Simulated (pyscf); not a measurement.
Single points on ωB97X-D3(BJ)/def2-SVP structures (PySCF, gas phase).

Question: PBE/def2-TZVP puts the barrier of H₂N–SiH(NH₂)–OH (SMILES N[SiH](N)O) + H₂ (SMILES [H][H]) → H₂N–SiH₂–NH₂ (SMILES N[SiH2]N) + H₂O (SMILES O) (four-centre exchange; singlet surface; O–Si, H–H broken, H–Si, H–O formed) at 1.89 eV and the reaction energy at +0.99 eV, from the separated reactants. What do r²SCAN/def2-TZVP, B3LYP-D3(BJ)/def2-TZVP, ωB97M-D3(BJ)/def2-TZVP give on the same structures?

Answer: r²SCAN: ΔE‡ = 2.06 eV, ΔE = +1.12 eV; B3LYP-D3(BJ): ΔE‡ = 2.18 eV, ΔE = +1.06 eV; ωB97M-D3(BJ): ΔE‡ = 2.13 eV, ΔE = +1.06 eV. PBE's barrier lies under all of them, by 0.17 to 0.29 eV. Its reaction energy lies under all of them, by 0.07 to 0.13 eV. On the product side the descent ends in a complex, 0.21 eV under the separated species and 1.32 eV under the saddle at ωB97X-D3(BJ)/def2-TZVP. At the saddle there is also a short H–Si contact that neither side keeps. One saddle was located; it need not be the lowest between these sides.
